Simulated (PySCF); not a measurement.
Gas-phase reaction: 2 C6H6 + C3H8 = 5 C3H4 (allene)

Computed with PySCF and rigid-rotor harmonic-oscillator thermochemistry at 1 bar. The comparison is the NASA 1993 polynomial table, which mixes measured and estimated data. † marks an energy on the PBE0/def2-TZVP geometry and frequencies; other levels use their own. MP2 freezes the core. All species are closed-shell singlets. B3LYP is the form with VWN-RPA correlation. MP2 isn't extrapolated to the basis-set limit.

```csv
level,"ΔH°(298 K), kJ"
table,893.5
B3LYP/def2-TZVP†,798.0
M06-2X/def2-TZVP†,(withheld)
MP2/def2-TZVPP†,(withheld)
PBE/def2-SVP,912.0
PBE/def2-TZVP†,(withheld)
r2SCAN/def2-TZVP†,887.3
ωB97M-V/def2-TZVP†,(withheld)
ωB97X-V/def2-TZVP†,917.1
```

Task: Some entries are withheld; supply them.

Result: 
- M06-2X/def2-TZVP†, ΔH°(298 K), kJ: 868.2
- MP2/def2-TZVPP†, ΔH°(298 K), kJ: 986.6
- PBE/def2-TZVP†, ΔH°(298 K), kJ: 843.7
- ωB97M-V/def2-TZVP†, ΔH°(298 K), kJ: 878.2
